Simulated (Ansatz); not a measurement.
# BH5NSi: the cost of one run

Program: Ansatz 0.2.0. Level of theory: UKS BHLYP/def2-SVP. These are calculated values, not measurements.

### 1 Starting point

Bond lengths: B1–N2 1.395 Å, N2–Si3 1.741 Å, B1–H4 1.172 Å, B1–H5 1.173 Å, N2–H6 1.011 Å, Si3–H7 1.452 Å, Si3–H8 1.461 Å. Angles: B1–N2–Si3 130.5°, B1–N2–H6 116.1°, Si3–N2–H6 113.3°, N2–B1–H4 118.6°, N2–B1–H5 119.6°, H4–B1–H5 121.8°, N2–Si3–H7 110.9°, N2–Si3–H8 107.3°, H7–Si3–H8 116.2°.

As a file:

```xyz
8

B    -0.4646    1.0658   -0.7226
N    -0.2784    0.2315    0.3800
Si    0.3013   -1.4079    0.4738
H    -0.1854    0.6609   -1.7862
H    -0.8882    2.1486   -0.5654
H    -0.5443    0.6143    1.2771
H     0.9716   -1.7928   -0.7559
H     1.0881   -1.5205    1.6992
```

### 2 Relaxing end A

input.yaml reads:

```yaml
crystal:
  periodic: [false, false, false]
  atoms:
    - { symbol: B, position_ang: [-0.4646, 1.06579, -0.7226] }
    - { symbol: "N", position_ang: [-0.27839, 0.23154, 0.38005] }
    - { symbol: Si, position_ang: [0.30125, -1.40791, 0.47378] }
    - { symbol: H, position_ang: [-0.18543, 0.66093, -1.7862] }
    - { symbol: H, position_ang: [-0.88822, 2.14861, -0.56544] }
    - { symbol: H, position_ang: [-0.54433, 0.61428, 1.2771] }
    - { symbol: H, position_ang: [0.97159, -1.79275, -0.75593] }
    - { symbol: H, position_ang: [1.08813, -1.5205, 1.69925] }
magnetization:
  spin_polarized: true
  initial_magnetization: 1
basis:
  gaussian: { orbitals: def2-SVP }
hamiltonian:
  xc: { name: BHLYP }
relax:
  f_tol: 0.02
  max_steps: 50
```

Run with:

```sh
$ ansatz run input.yaml --threads 2 --pin off --max-ram 3072MiB --backend cpu --events-out ev --progress --plain --runs-dir out
```

What time and memory should one allow on 2 threads of Intel Xeon Platinum 8488C (Sapphire Rapids), shared host?

About 14 s, with a peak of 0.18 GiB.
